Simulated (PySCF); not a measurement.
Core-level binding energies of 2-propyne-1-thiol

Compound: 2-propyne-1-thiol, C3H4S.
Cartesian coordinates in Å at the PBE0-D3(BJ)/def2-SVP level; atoms count from 1:
```xyz
8
C3H4S angstrom
C     -2.0231    0.0900    0.5308
C     -0.8868   -0.0988    0.1590
C      0.4787   -0.3143   -0.2821
S      1.5563    1.0403    0.3264
H     -3.0328    0.2576    0.8572
H      0.5124   -0.3475   -1.3825
H      0.8454   -1.2794    0.1017
H      2.6882    0.5664   -0.2387
```

Computed, not measured: delta-SCF UKS SCAN, pcX-2 on the ionised atom, pcseg-1 elsewhere, spin-free X2C in PySCF 2.14.0. Binding energies are ΔSCF values: E(core-ionised, relaxed orbitals) − E(ground state) at a fixed geometry, referred to the vacuum level.

Task: What binding energy does each computed site have?

Result: 
| atom(s) | bonded to | level | binding energy (eV) | above the level's lowest (eV) | count |
| --- | --- | --- | --- | --- | --- |
| C1 | C (triple bond) and H | C 1s | 290.53 | 0.00 | 1 |
| C2 | C (triple bond) and C | C 1s | 291.05 | +0.52 | 1 |
| C3 | S, C and 2 H | C 1s | 292.41 | +1.88 | 1 |
| S4 | C and H | S 1s | 2477.50 | 0.00 | 1 |

The listed C 1s values span 1.88 eV, from C1 (bonded to C (triple bond) and H) to C3 (bonded to S, C and 2 H). Summing the Pauling electronegativity differences to the bonded atoms, each weighted by its formal bond order, gives -0.35 for the lowest site and -0.67 for the highest; the largest sum, 0.00, belongs to C2, 1.36 eV below the top. The smallest sum, -0.67, belongs to C3, 1.88 eV above the lowest.

Task: Which effective nuclear charge Zeff reproduces each element's mean 1s value in the hydrogen-like formula E = 13.606 eV × Zeff²?

Result: C (Z = 6): mean 291.3 eV, Zeff = 4.63, Z − Zeff = 1.37; S (Z = 16): mean 2477.5 eV, Zeff = 13.49, Z − Zeff = 2.51. Means run over the listed sites, weighted by atom count.

Task: Give the binding energy of C 1s of C3 in hartree and in kJ/mol.

Result: 292.41 eV = 10.7459 Eh = 28213 kJ/mol.

Not every level is listed. The unrestricted hole states depart most from a pure doublet (⟨S²⟩ = 0.75; over 0.85 named) for C 1s of C2 (0.87), which makes this value less certain. The structure is a single PBE0-D3(BJ)/def2-SVP conformer in the gas phase; no vibrational or solvent corrections.

Hardware: Intel Xeon Platinum 8259CL at 2.50 GHz, one thread, shared host. Cost: 44 s wall, 0.43 GiB resident at most.
